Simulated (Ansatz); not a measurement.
Ansatz (a program for electronic structure) input (B3LYP-D3(BJ)/def2-TZVP):

Ansatz 0.2 input:
```yaml
crystal:
  periodic: [false, false, false]
  atoms:
    - {symbol: C, position_ang: [0.00241335, 0.15562795, 0.91836718]}
    - {symbol: C, position_ang: [-0.00737843, 0.25971511, -0.37140616]}
    - {symbol: Cl, position_ang: [0.00614741, -0.97637154, 2.09063816]}
    - {symbol: Cl, position_ang: [-0.02126867, -1.15116566, -1.46323392]}
    - {symbol: Cl, position_ang: [-0.00697305, 1.75301573, -1.20646510]}
basis:
  gaussian:
    orbitals: def2-TZVP
hamiltonian:
  xc: b3lyp
  dispersion: d3bj
magnetization: {spin_polarized: true, initial_magnetization: 1}
relax: {f_tol: 0.002, max_steps: 150}
```

End of the output:

```
reference -39641.84572742 eV, -1456.8109602745 hartree; 32, 31 occupied and 141, 142 virtual orbitals, 1149 factors
relax step   8: F+E_penalty+E_count = -39642.16168378 eV  Δ(F+E_penalty+E_count) = -3.067e-6 eV  max|allowed force component| = 3.744e-4 eV/Å  Δτ_max = 0.0011 Å  (30 SCF iters, accepted)
integrals: 0.10 GiB planned
1149 factors; their error is unknown
mean field: 1.24 GiB planned
mean field -39641.84546528 eV, -1456.8109506411 hartree, gradient 2.5e-5 eV, S^2 0.761039; 1 other end points of the search recorded, 0 dependent functions left out
the calculation of the forces begins
reference -39641.84572742 eV, -1456.8109602745 hartree; 32, 31 occupied and 141, 142 virtual orbitals, 1149 factors
Total energy: -39642.16194592 eV, -1456.8225810902 hartree
Atom 0 at     0.002313     0.178715     0.914798 Å, force    -0.000080     0.000026    -0.000042 eV/Å
Atom 1 at    -0.007273     0.248930    -0.391592 Å, force    -0.000048    -0.000043     0.000029 eV/Å
Atom 2 at     0.005914    -1.002011     2.069859 Å, force     0.000064     0.000011     0.000016 eV/Å
Atom 3 at    -0.021055    -1.156644    -1.416749 Å, force     0.000010     0.000374    -0.000001 eV/Å
Atom 4 at    -0.006959     1.771832    -1.208416 Å, force     0.000053    -0.000369    -0.000002 eV/Å
Dipole moment:     0.000731    -0.099672     0.154458 e Å
```

It need not be the lowest isomer of its formula.
